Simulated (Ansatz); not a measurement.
Process, species as SMILES: FC=C → C=[C]F + H atom
B3LYP-D3(BJ)/def2-TZVP geometries, fixed; electronic energies without zero-point terms.
Largest species:
```
C
C 1 1.3174
F 1 1.3475 2 122.16
H 2 1.0798 1 119.40 3 180.00
H 2 1.0810 4 119.01 1 180.00
H 1 1.0823 2 126.09 4 0.00
```
Charge 0, spin multiplicity 1.

The bond dissociation energy at MP2 with Ansatz (a quantum-chemistry and plane-wave program), in kcal/mol, split into its Hartree-Fock and correlation parts. Cores are frozen. An unrestricted Hartree-Fock determinant is markedly spin-contaminated. Open shells are unrestricted. No added dispersion term, no relativity. Functions are those of the species that has most.

```tsv
basis	X	functions	Hartree-Fock	MP2
cc-pVDZ	2	57	91.84	117.77
cc-pVTZ	3	132	92.30	122.70
cc-pVQZ	4	255	92.34	124.18
```

Worked estimate of the basis-set limit from each neighbouring pair, with Hartree-Fock from the larger set and the correlation part extrapolated as X^-3.
Correlation parts: X = 2: 25.93, X = 3: 30.40, X = 4: 31.84.
- (2,3): (27·(30.40) - 8·(25.93))/19 = 32.28; with Hartree-Fock 92.30 the estimate is 124.58 kcal/mol.
- (3,4): (64·(31.84) - 27·(30.40))/37 = 32.89; with Hartree-Fock 92.34 the estimate is 125.23 kcal/mol.
The last two estimates differ by 0.65 kcal/mol; the largest set lies 1.05 from the last. Over the last step Hartree-Fock moves by 0.04 and the correlation part by 1.44.
